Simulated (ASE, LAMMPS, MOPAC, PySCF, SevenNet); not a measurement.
# How well does each level of theory give the lattice parameter a of diamond?

Reference value: 3.553 Å (measured, static lattice: zero-point anharmonic expansion removed, sources range from 3.543 to 3.555; as tabulated in Mejia-Rodriguez and Trickey (2018), arXiv:1807.09216).

```
level (code)                                        value (Å)  error (%)
-----------------------------------------------  ------------  ---------
EMT (set for H, C, N, O) (ASE)                          3.294      -7.29
ReaxFF cho (LAMMPS)                                     3.619      +1.86
PM6 semi-empirical Hartree-Fock (MOPAC) (MOPAC)         3.594      +1.15
PM7 semi-empirical Hartree-Fock (MOPAC) (MOPAC)         3.572      +0.53
SevenNet-0 (SevenNet)                                   3.571      +0.51
Hartree–Fock (PySCF)                             3.557 ± 0.02      +0.11
MP2 (PySCF)                                      3.547 ± 0.02      -0.17
```

Leaving aside EMT (set for H, C, N, O), ReaxFF cho, which can be fitted to such values or carry a doubt: Nearest, and too close to rank with a margin of 0.28 % (twice that across the reference) picked here for doubts on the reference and the settings: Hartree–Fock (+0.11 %), MP2 (-0.17 %). PM6 semi-empirical Hartree-Fock (MOPAC) (+1.15 %) misses by most. Within 2 %: PM6 semi-empirical Hartree-Fock (MOPAC), PM7 semi-empirical Hartree-Fock (MOPAC), SevenNet-0, Hartree–Fock, MP2. The lowest first-principles rung that does so: hybrids or Hartree–Fock (Hartree–Fock).

A ± on a computed value is a rough bar: the spread of its extrapolation, a floor set from checks against published values, or a statistical error. EMT (set for H, C, N, O): the cell moved over 20 % in volume from its start. EMT (set for H, C, N, O): the source marks these parameters as not for serious use. PM6 semi-empirical Hartree-Fock (MOPAC), PM7 semi-empirical Hartree-Fock (MOPAC): the method was fitted mainly to molecules. PM6 semi-empirical Hartree-Fock (MOPAC), PM7 semi-empirical Hartree-Fock (MOPAC): the run uses a supercell at the zone centre in place of a k mesh.

Empirical potentials (EMT (set for H, C, N, O), ReaxFF cho) are fitted to chosen data, which need not cover the solid at hand: agreement can be built in, and what lay outside the fit can be far off. Machine-learned potentials (SevenNet-0) are trained on DFT data, which may include these solids.

Differences are worked out from the printed values.
